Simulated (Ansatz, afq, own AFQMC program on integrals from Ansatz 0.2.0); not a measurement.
**BPH₃, doublet: a scan with AFQMC**

```yaml
atoms:
  - { symbol: B, position_ang: [0.0288, 0.0502, 1.3153] }
  - { symbol: P, position_ang: [-0.0263, -0.0626, -0.5578] }
  - { symbol: H, position_ang: [-0.3421, 1.0499, 1.8592] }
  - { symbol: H, position_ang: [0.3292, -0.8995, 1.9766] }
  - { symbol: H, position_ang: [0.5114, 1.2339, -0.8022] }
```

One side is turned about B1–P2. Energies in mEh count from this geometry (0.000 °) at the same level; the start stands on UHF, each point on the determinant named.

Basis cc-pVDZ. Noble-gas cores (and the filled d shells of Ga–Kr and In–Xe) are frozen. Ansatz 0.2.0 and our own AFQMC program on the same integrals; the CISD trial comes from CCSD amplitudes, and released means the phaseless constraint is let go. Error bars are statistical, one sigma.

| twist about B1–P2 / ° | det. | T1 | weight | ⟨S²⟩ | CCSD(T) | ph-AFQMC/CISD | released AFQMC | CCSDT(Q) | B2PLYP | wB97M-V |
| --- | --- | --- | --- | --- | --- | --- | --- | --- | --- | --- |
| 27.500 | UHF | 0.019 | 0.88 | 0.76 | 2.1 | 3.6 ± 0.5 | 1.8 ± 0.8 | 2.1 | 2.0 | 2.6 |
| 59.700 | UHF | 0.018 | 0.88 | 0.76 | 3.0 | 3.6 ± 0.7 | 2.5 ± 0.7 | 3.0 | 3.0 | 3.8 |
| 150.000 | UHF | 0.017 | 0.88 | 0.76 | 2.1 | 2.9 ± 0.5 | 2.3 ± 0.7 | 2.2 | 2.5 | 2.1 |

Weight is that of the determinant in the CISD state; at the start T1 is 0.020 and the weight 0.88, and ⟨S²⟩ is 0.76. Symmetry can't show for every point that it stays on the start's state. Largest departures from CCSDT(Q), at the points where its series has closed: CCSD(T) -0.1 mEh at 150.000 (on UHF), ph-AFQMC/CISD 1.5 mEh at 27.500 (on UHF), released AFQMC -0.5 mEh at 59.700 (on UHF) (within the noise). The functionals aren't scored here. In this small basis the wave-function levels are far from their limit, so their gap to the functionals isn't the functionals' error.

Some points may be missing: those where a free walk finds a much lower state, and past Zn most of those on another determinant than at the start.

CCSDT and higher add their correlation energy to the determinant of the CCSD(T) run, since their own runs factorise the integrals more tightly (a shift of under 2 meV). Released energies are given only where the last usable release times agree within the noise; a slower fall can still hide under it.
